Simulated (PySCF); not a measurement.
# Adding hydrogen fluoride to hydrogen fluoride, molecule by molecule

Gas-phase clusters of one hydrogen fluoride with n hydrogen fluoride, each in one structure from a short search with a few starts, optimised by PBE0-D3(BJ)/def2-SVPD or PBE0-D3(BJ)/def2-TZVPD; other arrangements may lie lower. Binding energies from relaxed separate molecules, wB97M-D3(BJ)/def2-TZVPD, counterpoise-corrected, in kcal/mol (PySCF).

Frequency runs check only 3 of the 4 structures; these show no clear imaginary mode.

```tsv
n	binding energy	gain of the last molecule
1	-4.5	-4.5
2	-15.3	-10.8
3	-28.0	-12.8
```

(1) What would the next cluster, with 4 hydrogen fluoride, show?

## Answers

(1) binding energy: -38.4; gain of the last molecule: -10.3.
